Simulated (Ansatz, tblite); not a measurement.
# The cluster Li2F+: one state, many levels

An exercise on one series of results from a longer session: the logs are not shown, and one member is left open.

Program: Ansatz 0.2.0, Gaussian basis. Level of theory: as each input shows. These are calculated values, not measurements.

The runs, in order: GFN1-xTB, GFN2-xTB, PBE-D4/def2-TZVP, r2SCAN-D4/def2-TZVP, ωB97X-V/def2-TZVP, B2PLYP/def2-TZVP, LC-ωPBE/def2-TZVP, LDA/def2-TZVP, CAM-B3LYP-D4/def2-TZVP, PBE-D4/def2-SVP, PBE0-D4/def2-SVP, HF/STO-3G, HF/6-31G, B3LYP-D4/6-31G, CCSD(T)/def2-TZVPP, MP2/def2-TZVP, RPA/def2-TZVP.

### The geometry

The geometry is that of the singlet, from an earlier relaxation (PBE0-D4/def2-TZVP). At that level it is the lowest of the isomers that a small search found.

3 atoms, charge 1, spin multiplicity 1.

Bond lengths: Li1–F3 1.659 Å, Li2–F3 1.659 Å. Angles: Li1–F3–Li2 180.0°.

The ion is computed in the gas phase, without counter-ions or solvent.

PBE0-D4/def2-TZVP was run before; its log isn't repeated, and its numbers join the tables.

Set-up of the first run:

Tight binding, by tblite at 300 K electronic temperature and without a spin-polarisation term:

```python
tblite.interface.Calculator('GFN1-xTB', numbers, positions, charge=1, uhf=0).singlepoint()
```

Tight binding, by tblite at 300 K electronic temperature and without a spin-polarisation term:

```python
tblite.interface.Calculator('GFN2-xTB', numbers, positions, charge=1, uhf=0).singlepoint()
```

start.molden holds the orbitals of an earlier run on this state, given as this run's starting guess.

Input file in.yaml:

```yaml
crystal:
  periodic: [false, false, false]
  atoms:
    - {symbol: Li, position_ang: [0.773762, 0.941168, 1.125365]}
    - {symbol: Li, position_ang: [-0.773741, -0.941216, -1.125362]}
    - {symbol: F, position_ang: [-0.000022, 0.000048, -0.000003]}
basis:
  gaussian: {orbitals: def2-TZVP, initial_orbitals: start.molden}
total_charge: 1
hamiltonian: {xc: pbe, dispersion: d4}
scf: {omitted_lower_state_checks: [starts]}
output: {orbitals: {seedname: orbitals}}
```

Launch:

```bash
$ ansatz run in.yaml --threads 2 --pin off --events-out ev --progress --plain --max-ram 4352MiB
```

Among the steps run: PBE-D4/def2-TZVP; r2SCAN-D4/def2-TZVP; ωB97X-V/def2-TZVP; B2PLYP/def2-TZVP; LC-ωPBE/def2-TZVP; LDA/def2-TZVP; CAM-B3LYP-D4/def2-TZVP; PBE-D4/def2-SVP; PBE0-D4/def2-SVP; HF/STO-3G; HF/6-31G; B3LYP-D4/6-31G; CCSD(T)/def2-TZVPP; MP2/def2-TZVP; RPA/def2-TZVP.

One of the session's tables, all rows but one given; the rest of the session is left out.

```
                 level  HOMO (eV)  LUMO (eV)  gap (eV)
             HF/STO-3G     -17.98      -2.54     15.45
              HF/6-31G     -20.03      -3.41     16.61
         LDA/def2-TZVP     -13.37      -5.26      8.11
       PBE-D4/def2-SVP          ?          ?         ?
      PBE-D4/def2-TZVP     -13.11      -5.43      7.67
   r2SCAN-D4/def2-TZVP     -13.44      -4.47      8.97
        B3LYP-D4/6-31G     -14.37      -5.35      9.02
      PBE0-D4/def2-SVP     -14.80      -4.87      9.93
     PBE0-D4/def2-TZVP     -15.08      -4.84     10.24
CAM-B3LYP-D4/def2-TZVP     -16.76      -4.53     12.23
     LC-ωPBE/def2-TZVP     -18.04      -3.65     14.39
     ωB97X-V/def2-TZVP     -17.69      -3.61     14.08
```

Q: Estimate the row for PBE-D4/def2-SVP from the others.

**Answer.** HOMO (eV): -12.82; LUMO (eV): -5.49; gap (eV): 7.33. In the column «HOMO (eV)» it is the highest.
